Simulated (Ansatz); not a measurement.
Input for Ansatz (development build ahead of 0.2.0):

```yaml
crystal:
  periodic: [false, false, false]
  atoms:
    - { symbol: Na, position_ang: [0.0, 0.0, 0.0] }
    - { symbol: Li, position_ang: [0.0, 0.0, 6.468] }
    - { symbol: H, position_ang: [0.0, 3.32, -2.7858] }
basis:
  gaussian: { orbitals: pcseg-2 }
magnetization:
  spin_polarized: true
  initial_magnetization: 3
hamiltonian:
  xc: pbe
```

The input is written out in the form of the current development build from the run's settings.

Output:

```yaml
Converged: yes
Total_energy: -170.13095 hartree
Spin_squared_of_the_determinant: 3.750
Stability_test: minimum
```

Caution: charge can spread falsely over distant fragments; other spin multiplicities may lie lower.
